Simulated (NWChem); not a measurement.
Cl2, triplet; SMILES of the neutral closed-shell parent ClCl

Results from NWChem. Spin-unrestricted. The state is orbitally degenerate and is run as one real component. Coordinates come from a PBE0/def2-SVP, spin-unrestricted optimisation. The spin multiplicity was typed, not searched, and may not be the lowest. No stability test was run on the SCF state. Level: M05-2X/def2-SVP with COSMO at NWChem's default radii, gas-phase geometry; the question gives the dielectric constant. Reactions with the solvent are ignored.

### Question
Estimate the computed values for dielectric constant 20.7. Quantities: electrostatic solvation energy (kcal/mol).

### Answer
```
Item                                       Value
-----------------------------------------  -----
electrostatic solvation energy (kcal/mol)   -0.4
```
